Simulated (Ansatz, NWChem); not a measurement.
## How basis sets differ on SiH4 (silane)

The species is SiH4 (5 atoms), meant as a singlet with charge 0. SMILES: `[SiH4]`. Geometry: relaxed at PBE0-D4/def2-TZVP.

Quantity: the atomisation enthalpy at 298 K, in kJ/mol. The values are calculated. The thermal term (zero-point and 298 K enthalpy, harmonic and unscaled) is that of PBE0-D4/def2-TZVP; the spin-orbit lowering of the free atoms at 298 K, 0.4 kJ/mol by their spectra, is taken off.

**Question.** The value from experiment is 1288 kJ/mol (NIST-JANAF tables). From what is known of these methods, estimate their order from the nearest to it to the farthest.
A. PBE/pc-1 (Ansatz)
B. PBE/pc-4 (Ansatz)
C. PBE/cc-pVTZ (NWChem)
D. PBE/pc-0 (Ansatz)

**Answer.** B (1251 kJ/mol, -37), C (1245 kJ/mol, -43), A (1239 kJ/mol, -49), D (1179 kJ/mol, -109).
